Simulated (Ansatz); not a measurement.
MgS₂, relaxed as a singlet with RKS PBE-D4/def2-TZVP in Ansatz, starting from the GFN1-xTB geometry. Force threshold 0.02 eV/Å.

The restricted singlet is unstable towards broken spin symmetry in Hartree–Fock (as tested in another run); at PBE-D4/def2-TZVP this wasn't settled. An occupied level of the charge 0 singlet lies above an empty one (by up to 0.18 eV), so this SCF solution is probably not the lowest. Another isomer (triplet) lies 1.13 eV lower at PBE0-D4/def2-TZVP; other spin states weren't run for this one.

Start:

```xyz
3

Mg   -0.558   -0.094    1.849
S     0.499    0.558   -0.128
S     0.059   -0.464   -1.721
```

Task: Estimate the energy that the relaxation releases and the steps that it takes.

Result: 3.0 kJ/mol, in 4 steps; 7 s on 4 threads of Intel Xeon Platinum 8259CL on a shared host. No frequencies were taken in this run, so the end may be a saddle point.

Task: Does the start keep its bonding and symmetry?

Result: By distances, no bond broke or formed. The bond that changes most is Mg1–S2, from 2.33 to 2.38 Å (atoms count from 1). Point group Cs at the start, Cs at the end, both within 0.05 Å.

Task: Predict the relaxed structure.

Result: 
Cartesian coordinates in Å:
```
Mg -0.571 -0.100 1.879
S 0.516 0.579 -0.130
S 0.054 -0.478 -1.749
```
Bond lengths: 1 × Mg–S 2.38 Å; 1 × S–S 1.99 Å.
